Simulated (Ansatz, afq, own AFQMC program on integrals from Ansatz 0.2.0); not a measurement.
**Ru, septet: AFQMC among the cluster methods**

A free Ru atom.

Basis def2-SVP with its core potentials. Noble-gas cores (and the filled d shells of Ga–Kr and In–Xe) are frozen. Integrals, coupled cluster, full CI and functionals: Ansatz 0.2.0; the random walks run on the same integrals in our own AFQMC program. ph-AFQMC/CISD is guided by a CISD state made of CCSD amplitudes; releasing the constraint for a short imaginary time cuts its bias at the price of noise, slowly where states lie close. Error bars are statistical, one sigma. No spin–orbit coupling. The metal's outer-core s and p shells are frozen, which shifts wave-function levels against functionals.

Determinant: UHF, the one that the program's search chose, which needn't be the lowest solution.

No full CI on the walks' own integrals is used here; CCSDTQ serves as the reference and is uncertain by about the last step of the cluster series.

Cautions: no spin-orbit coupling; outer-core shells of the metal frozen; another spin lies lower (by 2.52 eV); released walk and highest rung disagree (by 58 meV at 4.20 1/Eh).

```
T1 diagnostic                               : 0.0075
weight of the determinant in the CISD state : 0.943
⟨S²⟩ of the determinant                     : 12.002
size of the correlated space                : 8 electrons in 27 orbitals
```

**Question.** Estimate: order these by the size of their error in total energy against CCSDTQ, smallest first.
A. AFQMC with the constraint released
B. MP2
C. CCSDT
D. CCSD

**Answer.** C (0.7 kJ/mol), A (5.6 ± 0.3 kJ/mol), D (11.6 kJ/mol), B (34.3 kJ/mol).

Reference: CCSDTQ, correlation energy -2.683 eV. The released energy is read at 4.20 1/Eh (meV from the phaseless value at times in 1/Eh: -2.6 ± 1.7 at 0.60, -3.4 ± 1.8 at 1.20, -8 ± 3 at 2.00, -9.4 ± 1.7 at 3.00, -8 ± 3 at 4.20).

A walk keeps the symmetry of its determinant, which the program's search chose and which needn't be the lowest solution, so a lower state of the same spin and another symmetry isn't excluded. Released energies are given only where the last usable release times agree within the noise; a slower fall can still hide under it.
